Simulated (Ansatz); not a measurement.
Ansatz (a program for electronic structure) input:

Ansatz 0.2 input:
```yaml
crystal:
  periodic: [false, false, false]
  atoms:
    - {symbol: C, position_ang: [-0.05249934, 0.66361634, -0.00082491]}
    - {symbol: O, position_ang: [-0.03987542, -0.75703536, 0.00178984]}
    - {symbol: H, position_ang: [-1.09784462, 0.96908472, 0.00748358]}
    - {symbol: H, position_ang: [0.87401456, -1.05773522, -0.00540936]}
    - {symbol: H, position_ang: [0.43649641, 1.08332517, 0.88540014]}
    - {symbol: H, position_ang: [0.42133308, 1.07991017, -0.89684359]}
basis:
  gaussian:
    orbitals: def2-TZVP
hamiltonian:
  xc: b3lyp
  dispersion: d3bj
phonons: {temperatures: {t_min: 298.15, t_max: 298.15, t_step: 100}}
```

### Question
Predict the final energy.

### Answer
-115.77878 Eh (B3LYP-D3(BJ)/def2-TZVP). The basis has 86 functions. The run takes about 22 core-seconds (a rough figure).
